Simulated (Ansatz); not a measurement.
## How the interlayer binding energy of 1T (CdI2-type) TiTe₂ moves with the method

No measured value is used here.

```tsv
level (code)	value (meV/Å²)	cell (Å³/atom)
LDA (Ansatz)	22.6	24.60
PBE (Ansatz)	2.5	28.23
PBEsol (Ansatz)	13.1	25.41
PBE-D4 (Ansatz)	31.4	25.73
rVV10 (Ansatz)	29.1	27.97
r²SCAN (Ansatz)	6.5	28.77
r²SCAN-D4 (Ansatz)	17.9	27.61
r²SCAN+rVV10 (Ansatz)	22.5	27.26
```

LDA, PBE, PBEsol, r²SCAN: the cell comes from a level without a dispersion term, which matters for the spacing of layers, chains or molecules. Each level is taken at its own relaxed cell. Ansatz's density-functional and Hartree–Fock values are scalar-relativistic unless marked +SOC, with PAW data made under PBE.

Ansatz is a quantum-chemistry and plane-wave program.
